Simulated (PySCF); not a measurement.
Species, as SMILES: ClB(Cl)Cl.
Geometry (B3LYP-D3(BJ)/def2-TZVP, fixed):
```
B
Cl 1 1.7452
Cl 1 1.7452 2 120.00
Cl 1 1.7452 2 120.00 3 -180.00
```
Charge 0, spin multiplicity 1.

How fast the lowest singlet excitation energy converges with the basis for several methods (PySCF): deviation from each method's own reference, in eV. References: CAM-B3LYP 5.846 eV, the value in aug-pcseg-2; PBE 5.046 eV, the value in aug-pcseg-2; PBE0 5.657 eV, the value in aug-pcseg-2. All functions are spherical. Density fitting with generated auxiliary sets. No added dispersion term, no relativity. Tamm-Dancoff approximation, the state taken by its order.

```tsv
basis	functions	CAM-B3LYP	PBE	PBE0
6-31G	48	0.063	0.116	0.073
pcseg-2	132	0.068	0.058	0.054
cc-pV(T+d)Z	147	0.062	0.052	0.049
def2-TZVPP	157	0.059	0.048	0.044
def2-TZVPPD	190	-0.012	-0.014	-0.016
aug-cc-pV(T+d)Z	211	-0.005	-0.007	-0.009
def2-QZVP	267	0.002	0.001	-0.001
def2-QZVPPD	300	-0.014	-0.016	-0.016
```

Mean absolute deviation over pcseg-2, cc-pV(T+d)Z, def2-TZVPP, def2-TZVPPD, aug-cc-pV(T+d)Z: PBE0 0.034, PBE 0.036, CAM-B3LYP 0.041 eV.
